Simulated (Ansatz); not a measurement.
Wavefunction ladder for C3H4FN, SMILES `FC1=CCN1`

```csv
atom,x (Å),y (Å),z (Å)
F1,0.5343,-1.3256,1.8475
C2,0.2209,-0.5255,0.8545
C3,0.2506,0.7873,0.6256
C4,-0.3031,0.4714,-0.7453
N5,-0.3741,-0.9700,-0.3278
H6,0.4180,1.6825,1.1981
H7,0.3801,0.6299,-1.5825
H8,-1.2929,0.8686,-0.9775
H9,0.1662,-1.6185,-0.8926
```

Total charge 0; spin multiplicity 1. All single points use the PBE0-D4/def2-TZVP geometry. Frozen core, restricted reference, Ansatz. CBS rows extrapolate triple and quadruple zeta; past MP2 they add the triple-zeta difference.

| basis | HF (Eh) | MP2 corr. | CCSD corr. | (T) | CCSD(T) total |
| --- | --- | --- | --- | --- | --- |
| def2-SVP | -269.53077 | -0.74388 | -0.77565 | -0.02510 | -270.33152 |
| def2-TZVPP | -269.85101 | ? | ? | ? | ? |
| def2-QZVPP | -269.86299 | -1.00205 | – | – | – |
| CBS(def2) | ? | -1.05335 | -1.07308 | as TZ | ? |

(1) Fill in the withheld values. (Best estimate.)

Answers

(1) The calculation gave: def2-TZVPP MP2 corr.: -0.93280; def2-TZVPP CCSD corr.: -0.95254; def2-TZVPP (T): -0.04092; def2-TZVPP CCSD(T) total: -270.84447; CBS(def2) HF (Eh): -269.86464; CBS(def2) CCSD(T) total: -270.97864.
